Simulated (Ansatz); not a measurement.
A nudged elastic band was laid between two geometries of CH4B + FH (8 atoms, charge 0, multiplicity 2).

Theory: UKS B3LYP/6-31G* (Ansatz).

```yaml
movable_images: 7
climbing_image: yes
spring: 5.0 eV/Å²
optimiser: quadratic models (default)
start_path: through a guess of the saddle point
force_threshold: 0.03 eV/Å
iteration_limit: 60
end_points: relaxed
```

First end point:

```xyz
8
Properties=species:S:1:pos:R:3
B 0.059 -0.383 -0.014
H -0.012 -0.196 1.769
C 1.395 -0.027 -0.708
H 1.525 -0.752 -1.529
H 1.364 0.967 -1.178
H 2.286 -0.087 -0.074
H -1.064 -0.293 -0.402
F -0.078 0.771 1.885
```

Last end point:

```xyz
8
Properties=species:S:1:pos:R:3
B -0.189 -0.136 -0.291
H -0.007 0.059 1.715
C 1.285 0.043 -0.699
H 1.638 -0.944 -1.046
H 1.397 0.723 -1.557
H 1.938 0.364 0.118
H -1.167 -0.346 -0.941
F 0.579 0.238 2.450
```

(1) What changes between the two ends?

(2) Give the energies along the band, and the barrier.

Results:

(1) No bond is made or broken.

(2) The forces met the threshold. The highest image is number 8 of 0 to 8, 4.7 kJ/mol above the first end and 0.0 kJ/mol above the last; the last end lies 4.7 kJ/mol above the first. The highest image is an end point: on this band no image between the ends rises above it. A vibrational analysis next to that end finds imaginary modes (80i cm⁻¹), so it isn't a minimum.

```json
{"image": "0", "path coordinate (Å)": "0.00", "energy (kJ/mol)": "0.0"}
{"image": "1", "path coordinate (Å)": "0.23", "energy (kJ/mol)": "0.2"}
{"image": "2", "path coordinate (Å)": "0.46", "energy (kJ/mol)": "0.6"}
{"image": "3", "path coordinate (Å)": "0.70", "energy (kJ/mol)": "1.2"}
{"image": "4", "path coordinate (Å)": "0.93", "energy (kJ/mol)": "2.0"}
{"image": "5", "path coordinate (Å)": "1.16", "energy (kJ/mol)": "3.4"}
{"image": "6", "path coordinate (Å)": "1.40", "energy (kJ/mol)": "4.5"}
{"image": "7", "path coordinate (Å)": "1.63", "energy (kJ/mol)": "4.7"}
{"image": "8", "path coordinate (Å)": "1.97", "energy (kJ/mol)": "4.7"}
```

The run took 4.3 min on 1 thread of Arm Neoverse V1 (shared host), peak memory 0.13 GiB.
